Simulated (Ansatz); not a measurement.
For B (model structure, started from the graphite type, P6₃/mmc, No. 194, 4 atoms in the cell), PBE (plane waves, PAW; Ansatz, a first-principles code) gives:

- lattice constant a = 2.994 Å
- lattice parameter c = 4.044 Å

### Question
What does PBE-D3(BJ) in Ansatz (PAW) give for the same quantities?

### Answer

- lattice constant a: 2.977 Å (drops by 0.6 %)
- lattice parameter c: 3.970 Å (decreases by 1.8 %)

Changes are worked out from the printed values.

Unless a cell is named, each level is at its own relaxed cell (PBE 7.85, PBE-D3(BJ) 7.62 Å³/atom).

Ansatz's density-functional and Hartree–Fock values are scalar-relativistic unless marked +SOC, with PAW data made under PBE.

A model structure was made by putting elements into a prototype or built by hand; it is no filed structure, need not be a known phase, and can be a saddle point held by its symmetry.
